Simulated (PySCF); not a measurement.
Working out the ionisation energy of P

P [Ne] 3s2 3p3 (4S) → P⁺ [Ne] 3s2 3p2 (3P). All numbers are calculated (PySCF 2.14, no relativity, point nucleus, in pcseg-2). Frozen: [Ne]. Energies in hartree (1 hartree = 27.21139 eV):

```csv
part,P (lower),P⁺ (upper)
UHF,-340.709213,-340.344389
CCSD correlation,-0.092001,-0.078583
(T),-0.002810,-0.001955
```

Task: What does Hartree-Fock give?

Result: (-340.344389) − (-340.709213) = 0.364824 hartree = 9.927 eV.

Task: What do CCSD and CCSD(T) give?

Result: The CCSD correlation energies differ by 0.013418 hartree = 0.365 eV and the triples by 0.000855 hartree = 0.023 eV, so CCSD gives 10.292 eV and CCSD(T) 10.315 eV.

Measured between the centres of the two terms (NIST): 10.526 eV, so CCSD(T) (valence) is off by -0.211 eV.

What remains against the reference includes basis incompleteness, the frozen core and higher excitations.
